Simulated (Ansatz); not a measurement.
For B20 (FeSi-type) FeSi, PBE (plane waves, PAW; Ansatz, a quantum-chemistry and plane-wave program) gives:

| Item | Result |
|---|---|
| equilibrium lattice constant a | 4.448 Å |
| elastic constant C11 | 384 GPa |
| elastic constant C44 | 155 GPa |
| Voigt–Reuss–Hill shear modulus | 142 GPa |
| enthalpy of formation | -0.511 eV/atom |

Problem. What does PBE0 (Ansatz, PAW) give for the same quantities?

Solution. 
- lattice constant a: 4.380 Å (shrinks by 1.5 %)
- elastic constant C11: 487 GPa (rises by 27 %)
- elastic constant C44: 202 GPa (increases by 30 %)
- Voigt–Reuss–Hill shear modulus: 188 GPa (goes up by 32 %)
- formation enthalpy: -0.049 eV/atom (moves by +0.462 eV/atom)

For comparison: lattice constant a 4.483 Å (measured, temperature not stated, not corrected to a static lattice; as tabulated in Wikipedia's data pages); elastic constant C11 317 GPa (measured, temperature not stated, not corrected to a static lattice; as tabulated in S\"ule et al. (2014), arXiv:1401.1310); elastic constant C44 125 GPa (measured, temperature not stated, not corrected to a static lattice; as tabulated in S\"ule et al. (2014), arXiv:1401.1310); formation enthalpy -0.400 ± 0.02 eV/atom (measured, 298 K, copied from a table, unchecked, not corrected to a static lattice; as tabulated in Wang et al. (2021), doi:10.1038/s41598-021-94550-5).

Changes are worked out from the printed values.

Unless a cell is named, each level is at its own relaxed cell (PBE 11.00, PBE0 10.50 Å³/atom).

The crystal itself was run without spin with PBE, PBE0; a magnetic state was not tried in these runs.

Ansatz's density-functional and Hartree–Fock values are scalar-relativistic unless marked +SOC, with PAW data made under PBE.
